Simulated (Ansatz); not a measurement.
A calculation with Ansatz (development build ahead of 0.2.0).

```yaml
crystal:
  periodic: [false, false, false]
  atoms:
    - { symbol: C, position_ang: [1.36232, 0.01215, 0.03394] }
    - { symbol: C, position_ang: [0.73901, 1.2517, -0.02876] }
    - { symbol: C, position_ang: [-0.65091, 1.24905, -0.02831] }
    - { symbol: C, position_ang: [-1.31862, -0.01438, -0.04775] }
    - { symbol: C, position_ang: [-0.6646, -1.2442, 0.01989] }
    - { symbol: C, position_ang: [0.75878, -1.27313, -0.01143] }
    - { symbol: H, position_ang: [1.31867, 2.11846, -0.00013] }
    - { symbol: H, position_ang: [-1.15592, 2.15694, -0.04284] }
    - { symbol: H, position_ang: [-2.43579, 0.02668, -0.03672] }
    - { symbol: H, position_ang: [-1.18267, -2.17242, -0.04784] }
    - { symbol: H, position_ang: [1.32336, -2.21081, -0.02551] }
basis:
  gaussian: { orbitals: "6-31G" }
magnetization:
  spin_polarized: true
  initial_magnetization: 1
hamiltonian:
  xc: hf
correlation:
  method: mp2
  frozen_orbitals: { C: 1, H: 0 }
```

The input is written out in the form of the current development build from the run's settings.

The run gave:

| Quantity | Value |
| --- | --- |
| Converged | yes |
| Reference energy | -229.97918 hartree |
| Correlation energy | -0.44142 hartree |
| Total energy | -230.42059 hartree |
| Spin squared of the determinant | 1.545 |

Caution: the unrestricted determinant is spin contaminated.
